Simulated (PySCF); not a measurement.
**Worked example: correlation energy of CH$_{3}$Cl, singlet**

Geometry: MP2(full)/6-31G*, from the G2/97 set.

```xyz
5

C     0.0000    0.0000   -1.2269
Cl    0.0000    0.0000    0.5504
H     0.0000    1.0293   -1.5798
H     0.8914   -0.5147   -1.5798
H    -0.8914   -0.5147   -1.5798
```

Basis STO-3G; PySCF 2.14.0. Correlated methods freeze the noble-gas cores, which leaves 14 electrons in 11 orbitals. Prefix R: restricted or restricted open-shell reference.

Full CI is exact within this basis and frozen core; it isn't the basis-set limit.

| level | total energy (hartree) |
| --- | --- |
| RHF | -493.722644 |
| RMP2 | -493.785170 |
| RCCSD | -493.807270 |
| RCCSD(T) | -493.807700 |
| RCCSDT | -493.807810 |
| RCCSDT(Q) | -493.807866 |
| full CI | -493.807874 |

What is the correlation energy at full CI, and what share of it do RMP2 and RCCSD(T) recover?

E(corr) = -493.807874 − (-493.722644) = -0.085230 hartree = -2.319 eV. RMP2: -0.062526 / -0.085230 = 73.36 %. RCCSD(T): -0.085056 / -0.085230 = 99.80 %.

By how many kcal/mol does RCCSD(T) miss full CI (1 hartree = 627.509 kcal/mol), and which steps make up the rest?

-493.807700 − (-493.807874) = 0.000174 hartree = 0.11 kcal/mol. Steps: RCCSDT − RCCSD(T) = -0.07, RCCSDT(Q) − RCCSDT = -0.04, full CI − RCCSDT(Q) = -0.01 kcal/mol. That is within 1 kcal/mol of the reference in this basis, which itself misses far more of the correlation at the basis-set limit.
